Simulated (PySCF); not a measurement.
**Which method gave which barrier?**

Saddle point of CH8Si, singlet (CH₆Si ([CH3][SiH3]) + H₂ → SiH₄ + CH₄; bonds formed: Si1–H7, C2–H6; bonds broken: Si1–C2, H6–H7), PBE0-D4/def2-TZVP structure:

```
atom    x (Å)    y (Å)    z (Å)
 Si1  -0.7224  -0.3275   0.6362
  C2   0.7529   0.1662  -0.8799
  H3  -1.0477  -1.4683  -0.3118
  H4  -1.9961   0.4399   0.6511
  H5  -0.2776  -1.0537   1.8553
  H6   0.4535   0.7623   0.3028
  H7   0.0138   1.0620   1.3110
  H8   1.2683  -0.7939  -0.8837
  H9   0.0569   0.2450  -1.7142
 H10   1.4986   0.9678  -0.9669
```

Computed with PySCF 2.14 with density fitting (its default auxiliary sets; JK sets also for MP2 and CCSD(T)) (basis: def2-TZVPP, with def2-QZVPP for the basis limit); correlated methods freeze the cores. Extrapolation: Hartree–Fock as exp(−7.88 √X), correlation as X^−2.97. Four methods, as single points on the PBE0-D4 structures, gave these electronic barriers from the start structure: 237.1, 284.4, 320.6, 368.6 kJ/mol.

**Question.** The methods were, in alphabetical order, BHLYP-D4, HF, r2SCAN-D4, SPW92. Which gave which? (A judgement: the text doesn't fix the answer.)

**Answer.** The calculation gives: SPW92 237.1; r2SCAN-D4 284.4; BHLYP-D4 320.6; HF 368.6 kJ/mol. For comparison, CCSD(T) at an estimated basis limit (MP2 extrapolated from triple and quadruple zeta, plus CCSD(T) − MP2 in triple zeta) gives 309.0 kJ/mol.

No T1 diagnostic of these runs exceeds 0.011. The end structure is not quite a true minimum (one mode of 37i cm⁻¹).

Labels in which every atom is bracketed show which atoms are joined, not bond orders.

For scale, one of the runs: CCSD(T)/def2-TZVPP, 185 basis functions, launched by `OMP_NUM_THREADS=4 python run.py`. Hardware: 4 CPU threads of an Arm Neoverse V1, shared host. Wall time 2.7 min; peak host memory 1.5 GiB.
